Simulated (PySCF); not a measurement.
Molecule: 1,3-dichloropropane (ClCCCCl, C3H6Cl2).

Molfile (atoms numbered from 1):
```
C3H6Cl2
     RDKit          3D

 11 10  0  0  0  0  0  0  0  0999 V2000
    1.7042    1.3490    0.9030 Cl  0  0  0  0  0  0  0  0  0  0  0  0
    0.6769    0.9574   -0.5117 C   0  0  0  0  0  0  0  0  0  0  0  0
    0.1655   -0.4658   -0.4554 C   0  0  0  0  0  0  0  0  0  0  0  0
   -0.7310   -0.7628    0.7270 C   0  0  0  0  0  0  0  0  0  0  0  0
   -2.2279    0.2211    0.6892 Cl  0  0  0  0  0  0  0  0  0  0  0  0
    1.2898    1.1237   -1.4070 H   0  0  0  0  0  0  0  0  0  0  0  0
   -0.1567    1.6730   -0.5096 H   0  0  0  0  0  0  0  0  0  0  0  0
    1.0205   -1.1620   -0.4190 H   0  0  0  0  0  0  0  0  0  0  0  0
   -0.3808   -0.6708   -1.3921 H   0  0  0  0  0  0  0  0  0  0  0  0
   -0.2205   -0.5326    1.6721 H   0  0  0  0  0  0  0  0  0  0  0  0
   -1.0419   -1.8156    0.7345 H   0  0  0  0  0  0  0  0  0  0  0  0
  1  2  1  0
  2  3  1  0
  3  4  1  0
  4  5  1  0
  2  6  1  0
  2  7  1  0
  3  8  1  0
  3  9  1  0
  4 10  1  0
  4 11  1  0
M  END
```

Geometry PBE0-D3(BJ)/def2-SVP throughout; GIAO in PySCF 2.14, gas phase, one conformer, non-relativistic; equivalent atoms averaged; functional PBE0.

For orientation, pcSseg-1 gives these absolute shieldings σ: Cl1/Cl5 884.2, C2/C4 138.6, C3 147.3, H6/H7/H10/H11 27.61, H8/H9 29.56 ppm.

A run gave: Cl1/Cl5 903.2, C2/C4 150.3, C3 157.9, H6/H7/H10/H11 27.51, H8/H9 29.37 ppm (absolute shieldings σ).

Task: Which basis set was used in that run?
A. cc-pVTZ
B. IGLO-III
C. cc-pVDZ
D. aug-cc-pVDZ
E. pcSseg-0

Result: D. Cl1/Cl5 tells them apart best: aug-cc-pVDZ gives 903.2, pcSseg-0 gives 921.8, cc-pVDZ gives 908.4, cc-pVTZ gives 891.8, IGLO-III gives 879.4 ppm.
